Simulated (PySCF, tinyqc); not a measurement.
Inside a calculation. Method: CIS on RHF in the sto-3g basis, frozen core, for HF, spin multiplicity 1. The lowest restricted solution is unstable here: a spin-polarised one lies 0.0110 hartree lower (PySCF). One step of it, computed by the program tinyqc.

Question. CIS matrix, singlets. A(ia,jb) = (e_a - e_i) d_ij d_ab + 2 (ia|jb) - (ij|ab).

orbital energies (hartree): MO1 -25.929984, MO2 -1.409188, MO3 -0.464223, MO4 -0.464223, MO5 -0.462885, MO6 0.319511

Two-electron integrals over orbitals (pq|rs), unique and non-zero (hartree); the lowest 1 orbital is frozen and left out:
```
(22|22) 0.876491    (32|32) 0.190435    (33|22) 0.897560    (33|33) 0.997514
(42|42) 0.190435    (43|43) 0.053770    (44|22) 0.897560    (44|33) 0.889973
(44|44) 0.997514    (52|22) -0.045661   (52|33) -0.061716   (52|44) -0.061716
(52|52) 0.130051    (53|32) -0.025174   (53|53) 0.033806    (54|42) -0.025174
(54|54) 0.033806    (55|22) 0.679766    (55|33) 0.665818    (55|44) 0.665818
(55|52) -0.010770   (55|55) 0.662773    (62|22) -0.077027   (62|33) -0.076661
(62|44) -0.076661   (62|52) -0.080577   (62|55) -0.020765   (62|62) 0.091303
(63|32) -0.025742   (63|53) -0.023150   (63|63) 0.028657    (64|42) -0.025742
(64|54) -0.023150   (64|64) 0.028657    (65|22) -0.248317   (65|33) -0.254428
(65|44) -0.254428   (65|52) 0.075136    (65|55) -0.089249   (65|62) 0.032602
(65|65) 0.240807    (66|22) 0.631705    (66|33) 0.617331    (66|44) 0.617331
(66|52) 0.041582    (66|55) 0.641189    (66|62) -0.050416   (66|65) -0.027950
(66|66) 0.665319
```

Give: CIS matrix A, singlet.

Answer.

CIS matrix A, singlet (hartree):
```
        2>6     3>6     4>6     5>6
2>6  1.2796  0.0000  0.0000  0.0236
3>6  0.0000  0.2237  0.0000  0.0000
4>6  0.0000  0.0000  0.2237  0.0000
5>6  0.0236  0.0000  0.0000  0.6228
```
